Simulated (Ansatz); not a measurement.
Isolated molecules relaxed with PBE0-D4/def2-TZVP in Ansatz; ΔE leaves out vibrations. CCSD(T)/CBS adds triple-zeta CCSD(T) − MP2 to the extrapolated MP2 energy (def2 sets, frozen cores). This one scheme is used for every species, atoms too. DFT in def2-TZVPP. No spin–orbit coupling; open shells (•) take unrestricted orbitals. Spin–orbit coupling would lower the free atoms: a little for C.

`C[C](C)C`• → 4 C• + 9 H•  (atomization)

CCSD(T)/CBS gives +5011.2 kJ/mol.

**Question.** Another level gave +5026.8 kJ/mol. Which?
A. LC-ωPBE/def2-TZVPP
B. B2PLYP/def2-TZVPP
C. CCSD(T)/def2-TZVPP
D. CAM-B3LYP/def2-TZVPP

**Answer.** A. LC-ωPBE 5026.8, B2PLYP 4980.6, CCSD(T)/def2-TZVPP 4911.9, CAM-B3LYP 5038.3 kJ/mol.

Largest T1 diagnostic among the species: 0.011.

Leaving LDA and LC-ωPBE aside and taking each functional with its dispersion term where it has one, the values, not all of them listed here, spread over 176.4 kJ/mol, from BHLYP-D4 to PBE-D4. LDA lies +576.5 kJ/mol from PBE without D4, its usual overbinding. The D4 term adds +31.9 kJ/mol with B3LYP and +16.8 kJ/mol with PBE0; it sums over pairs of atoms, weighted by their polarisabilities, and B3LYP, whose exchange is more repulsive, gets the larger term. At CCSD(T), def2-SVP lies −170.6 kJ/mol from the extrapolated value and def2-TZVPP −99.3 kJ/mol: correlation converges slowly with the basis, and small sets miss more of it in the bonded molecule than in its fragments.

B3LYP here is the variant with VWN-RPA as its local correlation; programs differ in this.

For atomizations the MP2-based limit and the directly extrapolated one differ by several kJ/mol either way, and by 10 to 25 for some Ge, Se and Sn compounds, so smaller differences from it don't rank the levels.
